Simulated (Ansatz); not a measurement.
## Hydrogen abstraction

Start structure (NH4O, doublet), relaxed at PBE0-D4/def2-TZVP:

```xyz
6
angstrom
H 0.2911 -0.7660 0.0041
O 0.6022 -1.6839 0.0355
N -0.5489 1.0328 0.0776
H 1.4391 -1.6826 -0.4316
H -0.3448 1.9768 -0.2634
H -1.4386 1.1230 0.5776
```

The step: H₂O + NH₂ → NH₃ + OH; bonds formed: H1–N3; bonds broken: H1–O2. Computed with Ansatz 0.2.0 (basis: def2-TZVPP and def2-QZVPP); correlated methods freeze the cores; orbitals are unrestricted. Extrapolation: Hartree–Fock as exp(−7.88 √X), correlation as X^−2.97. Energies below are by CCSD(T) at an estimated basis limit (MP2 extrapolated from triple and quadruple zeta, plus CCSD(T) − MP2 in triple zeta).

Problem. What are the electronic barrier and the energy of the step, from the start structure to the end structure? (To be estimated.)

Solution. Computed: Barrier 0.863 eV; step energy 0.653 eV (uphill); reverse barrier, their difference, 0.210 eV. Barrier and step energy count from the start structure, the reverse barrier from the end structure.

The saddle point: One imaginary mode of 1102i cm⁻¹.
```csv
pair,start (Å),saddle (Å),end (Å)
H1–N3,1.99,1.14,1.01
H1–O2,0.97,1.28,2.18
```

Zero-point energy (harmonic, PBE0-D4): ZPE is 1.189 eV at the start and 1.144 eV at the saddle, so the barrier goes from 0.863 to 0.818 eV.

The T1 diagnostic stays at or below 0.040. ⟨S²⟩ of the unrestricted Hartree–Fock references: 0.76 to 0.79 (a pure state has 0.75). The start structure is not quite a true minimum (one mode of 41i cm⁻¹).

For scale, one of the runs: CCSD(T)/def2-TZVPP, 118 basis functions, launched by `ansatz run in.yaml --threads 2 --pin off --events-out ev --progress --plain --max-ram 4352MiB`. The run took 20 s on 2 CPU threads of an Arm Neoverse V2 (shared host), with 1.1 GiB of host memory at its peak.
